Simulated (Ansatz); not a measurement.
## Ansatz (development build ahead of 0.2.0) run

```yaml
crystal:
  periodic: [false, false, false]
  atoms:
    - { symbol: S, position_ang: [0.0, 0.0, 0.0] }
    - { symbol: F, position_ang: [0.0, 0.0, 1.7611] }
basis:
  gaussian: { orbitals: def2-SVP }
magnetization:
  initial_magnetization: 1
hamiltonian:
  xc: hf
correlation:
  method: ccsd_t
  frozen_orbitals: { F: 1, S: 5 }
```

The input is written out in the form of the current development build from the run's settings. Correlation on restricted open-shell orbitals is semicanonical, with singles.

Results

| Quantity | Value |
| --- | --- |
| Converged | yes |
| Reference energy | -496.67597 hartree |
| Correlation energy | -0.32598 hartree |
| Total energy | -497.00194 hartree |
| Stability test | minimum among restricted orbitals |
